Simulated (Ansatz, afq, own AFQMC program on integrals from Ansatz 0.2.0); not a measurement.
## Where AFQMC and coupled cluster stand for BH$_{4}$⁺, triplet

```xyz
5

B     0.0000    0.0000    0.0000
H     0.6133    0.6312    1.3724
H    -0.6306   -0.6112    1.3736
H    -0.6125    0.6119   -1.3814
H     0.6298   -0.6319   -1.3646
```

Basis cc-pVDZ. Noble-gas cores (and the filled d shells of Ga–Kr and In–Xe) are frozen. Ansatz 0.2.0 and our own AFQMC program on the same integrals; the CISD trial comes from CCSD amplitudes, and released means the phaseless constraint is let go. Error bars are statistical, one sigma.

Determinant: UHF, the one that the program's search chose, which needn't be the lowest solution. The geometry is a point of a scan.

Full CI on the same integrals is exact in this basis and with this determinant's frozen core.

Cautions: lower spins were not checked; the released energies move by 1.5 errors or more from one time to the next, so no released level is given (meV from the phaseless value at times in 1/Eh: -3 ± 3 at 0.24, -7.3 ± 1.7 at 0.51, -14.0 ± 1.3 at 0.99, -13.2 ± 1.6 at 1.62, -18.7 ± 1.9 at 2.40).

```
T1 diagnostic                               : 0.0309
weight of the determinant in the CISD state : 0.897
⟨S²⟩ of the determinant                     : 2.040
size of the correlated space                : 6 electrons in 33 orbitals
```

```
  level  correlation energy (eV)
    MP2                  -2.3670
   CCSD                  -3.2348
CCSD(T)                  -3.3297
```

Q: Estimate where full CI lies against CCSD(T) on the same integrals.

A: 3.9 kJ/mol below CCSD(T).

Reference: full CI, correlation energy -3.370 eV.

```
        level  E − E(reference) (kJ/mol)  share of correlation (%)
      CCSD(T)                        3.9                     98.81
        CCSDT                        0.3                     99.90
     CCSDT(Q)                        0.0                     99.99
       CCSDTQ                        0.0                    100.00
ph-AFQMC/CISD                  2.4 ± 0.3                     99.26
```

CCSDT and higher add their correlation energy to the determinant of the CCSD(T) run, since their own runs factorise the integrals more tightly (a shift of under 2 meV). A walk keeps the symmetry of its determinant, which the program's search chose and which needn't be the lowest solution, so a lower state of the same spin and another symmetry isn't excluded.
